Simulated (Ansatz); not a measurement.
# C₄H₄: ionisation energy by level of theory

How much energy removes an electron from C₄H₄ at fixed geometry? The cation is run at each level and the neutral's energy taken from earlier runs.

Program: Ansatz 0.2.0, Gaussian basis. Level of theory: unrestricted cation, the program's frozen cores in correlated methods. These are calculated values, not measurements.

Plan: UKS PBE-D4/def2-TZVPP; UKS r2SCAN-D4/def2-TZVPP; UKS PBE0-D4/def2-TZVPP; UKS B3LYP-D4/def2-TZVPP; UKS wB97X-V/def2-TZVPP; UKS wB97M-V/def2-TZVPP; UKS B2PLYP/def2-TZVPP; UHF-CCSD(T)/def2-TZVPP; UHF-MP2/def2-QZVPP; extrapolation to the limit; then −ε(HOMO) from the neutral's earlier runs with LDA (SPW92), PBE-D4, revPBE-D4, BLYP-D4, r2SCAN-D4, B97M-V, PBE0-D4, B3LYP-D4, r2SCANh-D4, r2SCAN0-D4, HSE06-D4, BHLYP-D4, CAM-B3LYP-D4, LC-ωPBE, ωB97X-V, ωB97M-V.

## (1) The geometry

All runs share one geometry, relaxed beforehand with PBE0-D4 in a triple-zeta def2 set.

8 atoms, charge 0, spin multiplicity 1.

Atoms are counted from 1 here; the program's logs count them from 0.

Bond lengths: C1–C2 1.310 Å, C1–H5 1.085 Å, C1–H6 1.085 Å, C2–C3 1.264 Å, C3–C4 1.310 Å, C4–H7 1.085 Å, C4–H8 1.085 Å. Angles: C2–C1–H5 121.3°, C2–C1–H6 121.3°, H5–C1–H6 117.4°, C1–C2–C3 180.0°, C2–C3–C4 180.0°, C3–C4–H7 121.3°, C3–C4–H8 121.3°, H7–C4–H8 117.4°.

## (2) Cation, UKS PBE-D4/def2-TZVPP

Contents of in.yaml:

```yaml
crystal:
  periodic: [false, false, false]
  atoms:
    - {symbol: C, position_ang: [-0.690972, 1.759349, -0.404372]}
    - {symbol: C, position_ang: [-0.217046, 0.567951, -0.136351]}
    - {symbol: C, position_ang: [0.240315, -0.582186, 0.122326]}
    - {symbol: C, position_ang: [0.714032, -1.773645, 0.390446]}
    - {symbol: H, position_ang: [-1.173916, 1.973531, -1.352528]}
    - {symbol: H, position_ang: [-0.615865, 2.570295, 0.313148]}
    - {symbol: H, position_ang: [0.638278, -2.584781, -0.326792]}
    - {symbol: H, position_ang: [1.197374, -1.987716, 1.338423]}
basis:
  gaussian: {orbitals: def2-TZVPP}
total_charge: 1
magnetization: {spin_polarized: true, initial_magnetization: 1}
hamiltonian: {xc: pbe, dispersion: d4}
```

Command:

```sh
ansatz run in.yaml --threads 2 --pin off --events-out ev --progress --plain --max-ram 4352MiB
```

After this run come: Cation, UKS r2SCAN-D4/def2-TZVPP; Cation, UKS PBE0-D4/def2-TZVPP; Cation, UKS B3LYP-D4/def2-TZVPP; Cation, UKS wB97X-V/def2-TZVPP; Cation, UKS wB97M-V/def2-TZVPP; Cation, UKS B2PLYP (frozen core)/def2-TZVPP; Cation, UHF-CCSD(T)/def2-TZVPP; Cation, UHF-MP2/def2-QZVPP.

Before running them: what should the planned runs give, taken together? Wanted: ionisation energy, CCSD(T)/CBS; nearest functional by difference; nearest −ε(HOMO); −ε(HOMO) of PBE; T1 of the cation.

**Answer**, as computed:

```
                        quantity               value
  ionisation energy, CCSD(T)/CBS             9.49 eV
nearest functional by difference   PBE-D4 (-0.25 eV)
                nearest −ε(HOMO)  LC-ωPBE (+0.13 eV)
                 −ε(HOMO) of PBE             6.13 eV
                T1 of the cation               0.028
```

**Reading.** By cation minus neutral, the functionals miss by 0.38 eV at most. The PBE orbital energy is 3.4 eV too small: a semilocal HOMO is no ionisation energy. Among orbital estimates LC-ωPBE comes nearest. Hartree-Fock falls 1.71 eV short, as the neutral has more correlation energy than the cation.
